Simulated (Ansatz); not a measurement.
Start from HfC in the rock salt structure (space group Fm-3m, No. 225).

```
CELL_PARAMETERS angstrom
      0.00000     2.32575     2.32575
      2.32575     0.00000     2.32575
      2.32575     2.32575     0.00000
ATOMIC_POSITIONS crystal
  C  0.00000 0.00000 0.00000
  Hf 0.50000 0.50000 0.50000
```

Levels (all Ansatz, a quantum-chemistry and plane-wave program, PAW, earlier PAW set): PBE (420 eV, no spin-orbit coupling); r2SCAN (500 eV, no spin-orbit coupling).

Levels that relaxed their own cell: PBE and r2SCAN.

```tsv
level	lattice parameter a
PBE	4.652 Å
r2SCAN	4.641 Å
```

Measured: lattice parameter a 4.638 Å (temperature not stated; as listed in Guo-Xu Zhang et al., New Journal of Physics (2018)).

Computed minus measured — lattice parameter a: PBE +0.3 %, r2SCAN +0.1 % (closest: r2SCAN). Measured values not marked as corrected hold thermal and zero-point effects that the static-lattice runs lack.

Whether these cells are dynamically stable was not tested. The final runs are not spin-polarised.
